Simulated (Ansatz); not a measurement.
**How far each method lies from full CI for Si–BH₂, quartet**

Geometry: a point of a stretch scan, not a stationary point.

```yaml
atoms:
  - { symbol: Si, position_ang: [0.0000, 0.0000, 0.5183] }
  - { symbol: B, position_ang: [0.0000, 0.0000, -1.0547] }
  - { symbol: H, position_ang: [0.0000, -1.0760, -1.5657] }
  - { symbol: H, position_ang: [0.0000, 1.0760, -1.5657] }
```

Basis 6-31G; Ansatz 0.2.0. Correlated methods freeze the noble-gas cores, which leaves 9 electrons in 20 orbitals. R marks a restricted (for open shells ROHF) determinant, U an unrestricted one. Active spaces: valence = (9e, 10o) chosen from the atoms' valence shells.

Full CI is exact within this basis and frozen core; it isn't the basis-set limit. The frozen core follows each run's orbitals, which can shift R against U totals by a few meV.

For open shells CISD is restricted-active-space CI with the open shells as a complete middle space.

```
UHF ⟨S²⟩                          : 3.751
T1 diagnostic (RCCSD)             : 0.0266
largest doubles amplitude (RCCSD) : 0.079
T1 diagnostic (UCCSD)             : 0.0254
```

**Question.** From what is known of these methods and the diagnostics, rank them by the size of their error in total energy against full CI in 6-31G, smallest first (an estimate: the text doesn't fix the numbers).
A. UCCSD
B. UCCSDT
C. MRCISD (valence space)
D. RCCSD(T)
E. RMP2

**Answer.** B (0.07 kcal/mol), D (0.46 kcal/mol), C (0.87 kcal/mol), A (1.79 kcal/mol), E (15.76 kcal/mol).

All errors are against full CI in 6-31G. Within each family the higher level lies nearer, as is usual though not guaranteed.

The full-CI state has the irrep A2 of C2v, in the program's axes.

Natural occupations of full CI about the gap: 1.974 1.968 1.952 1.004 0.998 0.983 0.027 0.023 0.020 0.016; effectively unpaired electrons, Σ n²(2−n)², 3.02.
